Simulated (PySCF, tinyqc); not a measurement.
Worked calculation: FCI on RHF in the sto-3g basis, for HF, spin multiplicity 1. The lowest restricted solution is unstable here: a spin-polarised one lies 0.0390 hartree lower (PySCF). One step of it, computed by the program tinyqc.

Task: FCI: determinants and Hamiltonian. Slater-Condon rules over spin orbitals, with the nuclear repulsion added and E(HF) subtracted on the diagonal. Only determinants linked to the reference directly or through others are kept (one block of an abelian symmetry group), so some states are absent.

one-electron integrals over orbitals h = C^T H C (hartree):
```
            1          2          3          4          5          6
1  -40.376990   0.728987   0.000000   0.000000  -0.094995  -0.106050
2    0.728987  -9.113522   0.000000   0.000000   0.405088   0.596197
3    0.000000   0.000000  -8.558190   0.000000   0.000000   0.000000
4    0.000000   0.000000   0.000000  -8.558190   0.000000   0.000000
5   -0.094995   0.405088   0.000000   0.000000  -6.457866   2.437156
6   -0.106050   0.596197   0.000000   0.000000   2.437156  -5.863172
```

Two-electron integrals over orbitals (pq|rs), unique and non-zero (hartree):
```
(11|11) 5.365013    (21|11) -0.527026   (21|21) 0.081572    (22|11) 1.245285
(22|21) -0.023523   (22|22) 0.882564    (31|31) 0.029517    (32|31) 0.040406
(32|32) 0.191954    (33|11) 1.264031    (33|21) -0.015298   (33|22) 0.901278
(33|33) 0.997514    (41|41) 0.029517    (42|41) 0.040406    (42|42) 0.191954
(43|43) 0.053770    (44|11) 1.264031    (44|21) -0.015298   (44|22) 0.901278
(44|33) 0.889973    (44|44) 0.997514    (51|11) 0.072549    (51|21) -0.011046
(51|22) 0.004213    (51|33) 0.002153    (51|44) 0.002153    (51|51) 0.015857
(52|11) -0.095793   (52|21) 0.003557    (52|22) -0.043893   (52|33) -0.054034
(52|44) -0.054034   (52|51) 0.020429    (52|52) 0.122239    (53|31) -0.005054
(53|32) -0.020699   (53|53) 0.031645    (54|41) -0.005054   (54|42) -0.020699
(54|54) 0.031645    (55|11) 0.844052    (55|21) -0.008002   (55|22) 0.659843
(55|33) 0.645741    (55|44) 0.645741    (55|51) -0.001144   (55|52) -0.005917
(55|55) 0.640779    (61|11) 0.078159    (61|21) -0.012382   (61|22) 0.002742
(61|33) 0.002345    (61|44) 0.002345    (61|51) -0.013435   (61|52) -0.022221
(61|55) 0.003523    (61|61) 0.017787    (62|11) -0.114049   (62|21) 0.003214
(62|22) -0.063611   (62|33) -0.064020   (62|44) -0.064020   (62|51) -0.019907
(62|52) -0.086099   (62|55) -0.018849   (62|61) 0.019665    (62|62) 0.091349
(63|31) -0.005177   (63|32) -0.021403   (63|53) -0.024401   (63|63) 0.028001
(64|41) -0.005177   (64|42) -0.021403   (64|54) -0.024401   (64|64) 0.028001
(65|11) -0.447691   (65|21) 0.007359    (65|22) -0.266640   (65|33) -0.268358
(65|44) -0.268358   (65|51) 0.001160    (65|52) 0.065901    (65|55) -0.083397
(65|61) -0.003778   (65|62) 0.026089    (65|65) 0.255959    (66|11) 0.811834
(66|21) -0.008615   (66|22) 0.618932    (66|33) 0.606061    (66|44) 0.606061
(66|51) 0.007739    (66|52) 0.034927    (66|55) 0.628351    (66|61) -0.005774
(66|62) -0.044783   (66|65) -0.030873   (66|66) 0.648798
```

nuclear repulsion = 3.32119588 hartree

Hartree-Fock energy = -98.43927060 hartree

Give: determinants; H - E(HF) between determinants.

Result:

Occupation strings over the orbitals (2 doubly, a alpha, b beta, 0 empty; spin orbitals ordered 1a 1b 2a 2b ...): 222220 2222ab 2a222b a2222b 2222ba 2b222a b2222a 222202 2a22b2 a222b2 222022 220222 2b22a2 202222 ab2222 b222a2 ba2222 022222

H - E(HF) between determinants (hartree):
```
         222220   2222ab   2a222b   a2222b   2222ba   2b222a   b2222a   222202
222220   0.0000   0.0000   0.0000   0.0000   0.0000   0.0000   0.0000   0.2560
2222ab   0.0000   0.3135  -0.0088  -0.0115  -0.2560  -0.0261   0.0038   0.0525
2a222b   0.0000  -0.0088   1.1339   0.0283  -0.0261  -0.0913  -0.0197  -0.0659
a2222b   0.0000  -0.0115   0.0283  25.3978   0.0038  -0.0197  -0.0178  -0.0012
2222ba   0.0000  -0.2560  -0.0261   0.0038   0.3135  -0.0088  -0.0115  -0.0525
2b222a   0.0000  -0.0261  -0.0913  -0.0197  -0.0088   1.1339   0.0283   0.0659
b2222a   0.0000   0.0038  -0.0197  -0.0178  -0.0115   0.0283  25.3978   0.0012
222202   0.2560   0.0525  -0.0659  -0.0012  -0.0525   0.0659   0.0012   0.6599
2a22b2  -0.0261   0.0659  -0.2358   0.0074  -0.0259   0.0861   0.0199   0.0497
a222b2   0.0038   0.0012   0.0074  -0.4168  -0.0093   0.0222   0.0134   0.0204
222022   0.0280   0.0244   0.0214   0.0052  -0.0244  -0.0214  -0.0052   0.0316
220222   0.0280   0.0244   0.0214   0.0052  -0.0244  -0.0214  -0.0052   0.0316
2b22a2   0.0261  -0.0259   0.0861   0.0199   0.0659  -0.2358   0.0074  -0.0497
202222   0.0913   0.0861   0.0188  -0.0032  -0.0861  -0.0188   0.0032   0.1222
ab2222  -0.0197  -0.0199   0.0032  -0.0693   0.0222  -0.0085   0.0124  -0.0204
b222a2  -0.0038  -0.0093   0.0222   0.0134   0.0012   0.0074  -0.4168  -0.0204
ba2222   0.0197   0.0222  -0.0085   0.0124  -0.0199   0.0032  -0.0693   0.0204
022222   0.0178   0.0134   0.0124  -0.0839  -0.0134  -0.0124   0.0839   0.0159

         2a22b2   a222b2   222022   220222   2b22a2   202222   ab2222   b222a2
222220  -0.0261   0.0038   0.0280   0.0280   0.0261   0.0913  -0.0197  -0.0038
2222ab   0.0659   0.0012   0.0244   0.0244  -0.0259   0.0861  -0.0199  -0.0093
2a222b  -0.2358   0.0074   0.0214   0.0214   0.0861   0.0188   0.0032   0.0222
a2222b   0.0074  -0.4168   0.0052   0.0052   0.0199  -0.0032  -0.0693   0.0134
2222ba  -0.0259  -0.0093  -0.0244  -0.0244   0.0659  -0.0861   0.0222   0.0012
2b222a   0.0861   0.0222  -0.0214  -0.0214  -0.2358  -0.0188  -0.0085   0.0074
b2222a   0.0199   0.0134  -0.0052  -0.0052   0.0074   0.0032   0.0124  -0.4168
222202   0.0497   0.0204   0.0316   0.0316  -0.0497   0.1222  -0.0204  -0.0204
2a22b2   1.5088   0.0289   0.0207   0.0207  -0.1222   0.0877   0.0036  -0.0204
a222b2   0.0289  25.7640   0.0051   0.0051  -0.0204  -0.0036  -0.1396  -0.0159
222022   0.0207   0.0051   0.7255   0.0538  -0.0207   0.1920  -0.0404  -0.0051
220222   0.0207   0.0051   0.0538   0.7255  -0.0207   0.1920  -0.0404  -0.0051
2b22a2  -0.1222  -0.0204  -0.0207  -0.0207   1.5088  -0.0877   0.0150   0.0289
202222   0.0877  -0.0036   0.1920   0.1920  -0.0877   2.5614  -0.0134   0.0036
ab2222   0.0036  -0.1396  -0.0404  -0.0404   0.0150  -0.0134  26.9951   0.0110
b222a2  -0.0204  -0.0159  -0.0051  -0.0051   0.0289   0.0036   0.0110  25.7640
ba2222   0.0150   0.0110   0.0404   0.0404   0.0036   0.0134  -0.0816  -0.1396
022222   0.0110  -0.0533   0.0295   0.0295  -0.0110   0.0816   0.4901   0.0533

         ba2222   022222
222220   0.0197   0.0178
2222ab   0.0222   0.0134
2a222b  -0.0085   0.0124
a2222b   0.0124  -0.0839
2222ba  -0.0199  -0.0134
2b222a   0.0032  -0.0124
b2222a  -0.0693   0.0839
222202   0.0204   0.0159
2a22b2   0.0150   0.0110
a222b2   0.0110  -0.0533
222022   0.0404   0.0295
220222   0.0404   0.0295
2b22a2   0.0036  -0.0110
202222   0.0134   0.0816
ab2222  -0.0816   0.4901
b222a2  -0.1396   0.0533
ba2222  26.9951  -0.4901
022222  -0.4901  55.1857
```
